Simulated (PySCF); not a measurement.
# SO, triplet: reading a ladder of total energies

Geometry: MP2(full)/6-31G*, from the G2/97 set.

```json
{"atom": "O", "x (Å)": "0.0000", "y (Å)": "0.0000", "z (Å)": "0.0000"}
{"atom": "S", "x (Å)": "0.0000", "y (Å)": "0.0000", "z (Å)": "1.5240"}
```

Basis STO-3G; PySCF 2.14.0. Only valence electrons are correlated (noble-gas cores frozen), which leaves 12 electrons in 8 orbitals. R marks a restricted (for open shells ROHF) determinant, U an unrestricted one.

Full CI is exact within this basis and frozen core; it isn't the basis-set limit. The frozen core follows each run's orbitals, which can shift R against U totals by a few meV.

The cluster runs stand on a determinant 0.17 eV above the lowest UHF solution, chosen by trial CCSD; the correlation energy below is counted from it.

Restricted and unrestricted runs freeze slightly different cores, so steps under 0.1 kcal/mol mean nothing.

| level | total energy (hartree) |
| --- | --- |
| UHF determinant under the cluster runs | -466.959466 |
| UMP2 | -467.042805 |
| UCCSD | -467.053719 |
| UCCSD(T) | -467.054544 |
| UCCSDT | -467.054782 |
| full CI | -467.056064 |

Q: What is the correlation energy at full CI, and what share of it do UMP2 and UCCSDT recover?

A: E(corr) = -467.056064 − (-466.959466) = -0.096598 hartree = -2.629 eV. UMP2: -0.083339 / -0.096598 = 86.27 %. UCCSDT: -0.095316 / -0.096598 = 98.67 %.

Q: By how many kcal/mol does UCCSD(T) miss full CI (1 hartree = 627.509 kcal/mol), and which steps make up the rest?

A: -467.054544 − (-467.056064) = 0.001520 hartree = 0.95 kcal/mol. Steps: UCCSDT − UCCSD(T) = -0.15, full CI − UCCSDT = -0.80 kcal/mol. That is within 1 kcal/mol of the reference in this basis, which itself misses far more of the correlation at the basis-set limit.
